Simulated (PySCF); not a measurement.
# C5H7F (HC≡CCF(CH3)2): the cost of one run

Programs: PySCF 2.14.0, with density-fitted response routines of our own. Each step states its level of theory. These are calculated values for one molecule, in the gas phase or a continuum, unless marked as measured. Atoms count from 0, in the outputs and in this text.

### Step 1. The molecule as given

13 atoms, charge 0, multiplicity 1; geometry from: GFN2-xTB. The atoms were then displaced at random by about 0.01 Å, so the start is not that level's minimum.

Bonds of the start (Å): C0–C1 1.23, C1–C2 1.47, C2–C3 1.48, C2–C4 1.53, C2–F5 1.39, C0–H6 1.03, C3–H7 1.09, C3–H8 1.08, C3–H9 1.11, C4–H10 1.08, C4–H11 1.08, C4–H12 1.09.

### Step 2. Geometry optimisation at PBE0-D3(BJ)/def2-TZVP

What the job is given:

```
{"job": {"xc": "PBE0", "basis": "def2-TZVP", "d3": "d3bj", "grid": 2, "shake": 0.01, "kind": "geom"}, "charge": 0, "multiplicity": 1}
C      1.997420    -1.501640     0.446850
C      1.054240    -0.806940     0.071150
C     -0.069780     0.008360    -0.417420
C     -1.346080    -0.539360     0.097080
C      0.154320     1.469670    -0.042700
F     -0.072930    -0.061540    -1.809460
H      2.786870    -2.065390     0.782970
H     -1.382670    -0.510980     1.181720
H     -1.507080    -1.563740    -0.214270
H     -2.201130     0.055210    -0.280480
H      1.081630     1.835550    -0.448680
H     -0.657270     2.075260    -0.416380
H      0.168280     1.588650     1.039280
```

Run with:

```sh
OMP_NUM_THREADS=1 python probes_run.py task.json out
```

The driver reads the jobs from task.json and runs them one after another.

**Question.** How long does this first job take on 1 thread of Arm Neoverse V2, shared host, and how much memory does it need?

About 2 min, with a peak of 1.1 GiB.
